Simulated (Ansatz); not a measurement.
System: 1T (CdI2-type) PtSe2. Method: r²SCAN+SOC (Ansatz, a program for electronic structure, plane waves, PAW).

Run with plane-wave cutoff 560 eV, 12×12×8 k mesh (along the axes of the cell as run), Fermi–Dirac smearing 0.01 eV, PAW data made under PBE.

Computed at the level's own relaxed cell.

Task: Estimate the band gap, bulk modulus, smallest direct gap on the k points sampled and Γ–Γ gap that the calculation returns.

Result: 
- band gap: 0.63 eV (indirect)
- bulk modulus: 10.5 GPa
- smallest direct gap on the k points sampled: 0.87 eV
- Γ–Γ gap: 2.36 eV

Measured, for comparison: band gap 0 eV (temperature not stated, no zero-point or thermal correction, semimetal, ARPES; as tabulated in Two-dimensional noble-metal chalcogenides and phosphochalcogenides, Angew. …).

Note: for a layered or molecular solid the relaxed cell lies over 5 % above the published volume, where the minimum can be shallow; the cell comes from a level without a dispersion term, which matters for the spacing of layers, chains or molecules; the bulk modulus comes from volumes at which shape and atoms were relaxed.

The computed numbers hold no vibrational or temperature effects.
